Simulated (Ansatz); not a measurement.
C3H4F2 (`F/C=C/CF`) at its PBE0-D4/def2-TZVP geometry, where that method's forces vanish. Total charge 0; spin multiplicity 1.

```json
{"atom": "F1", "x (Å)": "0.705", "y (Å)": "1.278", "z (Å)": "2.098"}
{"atom": "C2", "x (Å)": "0.126", "y (Å)": "0.417", "z (Å)": "1.263"}
{"atom": "C3", "x (Å)": "0.382", "y (Å)": "0.405", "z (Å)": "-0.032"}
{"atom": "C4", "x (Å)": "-0.260", "y (Å)": "-0.585", "z (Å)": "-0.929"}
{"atom": "F5", "x (Å)": "-1.091", "y (Å)": "0.051", "z (Å)": "-1.842"}
{"atom": "H6", "x (Å)": "-0.555", "y (Å)": "-0.258", "z (Å)": "1.771"}
{"atom": "H7", "x (Å)": "1.073", "y (Å)": "1.126", "z (Å)": "-0.455"}
{"atom": "H8", "x (Å)": "-0.866", "y (Å)": "-1.298", "z (Å)": "-0.363"}
{"atom": "H9", "x (Å)": "0.485", "y (Å)": "-1.137", "z (Å)": "-1.510"}
```

(1) For each bond, give half the difference of the two atoms' forces along it (eV/Å; positive pushes the atoms apart) under PBE-D4, r2SCAN-D4, B3LYP-D4, ωB97M-V in def2-TZVPP. (Estimate.)

Results:

(1) Computed: 
| bond | length (Å) | PBE-D4 | r2SCAN-D4 | B3LYP-D4 | ωB97M-V |
| --- | --- | --- | --- | --- | --- |
| F1–C2 | 1.331 | 0.45 | 0.28 | 0.40 | 0.36 |
| C2–C3 | 1.320 | 0.32 | 0.13 | -0.03 | -0.16 |
| C2–H6 | 1.085 | -0.05 | -0.14 | -0.18 | -0.13 |
| C3–C4 | 1.482 | -0.25 | -0.07 | 0.07 | 0.22 |
| C3–H7 | 1.085 | 0.03 | -0.08 | -0.11 | -0.11 |
| C4–F5 | 1.388 | 0.58 | 0.40 | 0.42 | 0.22 |
| C4–H8 | 1.094 | 0.09 | -0.07 | -0.13 | -0.14 |
| C4–H9 | 1.094 | 0.08 | -0.06 | -0.14 | -0.17 |

B3LYP here is the variant with VWN-RPA as its local correlation; programs differ in this.
